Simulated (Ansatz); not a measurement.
Species: NH2, charge -1, singlet. NH2- (parent SMILES [NH2], singlet).
B3LYP-D3(BJ)/def2-TZVP minimum from Ansatz (a first-principles code):
```xyz
3

N      0.0026     0.1456     0.0214
H     -0.8046    -0.4969    -0.0640
H      0.7861    -0.5226    -0.0861
```
Charge -1, spin multiplicity 1.

Total energies in aug-cc-pVTZ, 8 correlated electrons, 1 frozen orbitals. Open shells are spin-unrestricted; no spin-orbit coupling. Correlated methods leave the cores frozen. No relativity. The spin of H2N- (parent SMILES [NH2], singlet) was assumed, and the state is the lowest solution found for it.

| method | program | energy (Eh) | minus CCSDT(Q) (mEh) |
|---|---|---|---|
| HF | Ansatz | -55.54792 | 277.21 |
| MP2 | Ansatz | -55.80934 | 15.79 |
| CCSD | Ansatz | -55.81197 | 13.15 |
| CCSD(T) | Ansatz | -55.82425 | 0.88 |
| CCSDT(Q) | Ansatz | -55.82513 | 0.00 |

Rough core times of Ansatz's runs on a shared machine: CCSD(T) under 20 s, CCSDT(Q) 2 min.
